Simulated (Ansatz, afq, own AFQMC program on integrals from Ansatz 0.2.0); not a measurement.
# Atomization energy of AlSO, doublet

```xyz
3

Al    0.0000    0.0000    1.6796
O     0.0000    0.0000   -0.0411
S     0.0000    0.0000   -1.6385
```

Connectivity, by distances: Al–O–S.

Atoms in their ground-state spins without spin–orbit coupling (mostly on UHF) minus the molecule (UHF), without zero-point energy. The geometry is a stationary point, not shown to be a minimum.

Basis cc-pVDZ. Noble-gas cores (and the filled d shells of Ga–Kr and In–Xe) are frozen. AFQMC by an in-house program on the Cholesky factors that Ansatz 0.2.0 writes for its CCSD(T) run. The CISD trial takes its coefficients from CCSD amplitudes. Released means that phaseless walkers are propagated on without the constraint, phases kept. Free projection: walkers drawn from exp(T), propagated without any constraint. Its projection time is finite, and what remains of the start isn't in its error. Uncertainties: one standard error, sampling alone. The errors of all members are added in quadrature.

No full CI on the walks' own integrals is used here; CCSDT(Q) serves as the reference and is uncertain by about the last step of the cluster series. Each member takes its own surest rung, up to full CI.

The best estimate is CCSD(T) at the basis-set limit (CBS: def2-TZVPP and def2-QZVPP, with their diffuse functions for anions and beside diffuse sets, MP2 extrapolated, CCSD(T) minus MP2 from TZVPP) plus the step from CCSD(T) to CCSDT(Q) in cc-pVDZ. Rows without CBS are in cc-pVDZ; B2PLYP and the wave-function rows carry a basis error of their own. Core correlation and relativity beyond core potentials are missing, and ± holds the sampling alone.

Cautions: AlSO (doublet): the ph-AFQMC/HF walk drifts between its halves (2.6 errors).

Best estimate: 806.1 kJ/mol.

| level | atomization energy (kJ/mol) | error against the best estimate (kJ/mol) |
| --- | --- | --- |
| HF | 385.9 | -420.2 |
| MP2 | 687.2 | -118.9 |
| CCSD | 627.7 | -178.4 |
| CCSD(T) | 647.5 | -158.6 |
| free AFQMC | 652.1 ± 3.3 | -154.0 ± 3.3 |
| HF/CBS | 457.8 | -348.3 |
| MP2/CBS | 848.9 | 42.8 |
| CCSD(T)/CBS | 803.3 | -2.8 |
| surest rungs in cc-pVDZ | 650.4 | -155.7 |

Correlation beyond CCSD(T) adds 2.8 kJ/mol. Going to the basis-set limit adds 155.7 kJ/mol at CCSD(T). The perturbative (T) step is worth +19.8 kJ/mol.

Best estimates are given only where the step beyond CCSD(T) is under 0.3 eV and no member's determinant is very poor (T1 over 0.05, or 0.07 for open shells, ⟨S²⟩ too high by 0.3, two states mixed), so the hardest cases are missing from such tables.

Free projections are given only where their last times agree within the noise and don't stop above the reference; a slow remainder of the start can still hide under it. Each member of a difference takes its own highest rung, so a best estimate needn't equal the limit plus the step of one row. A walk keeps the symmetry of its determinant, which the program's search chose and which needn't be the lowest solution, so a lower state of the same spin and another symmetry isn't excluded.
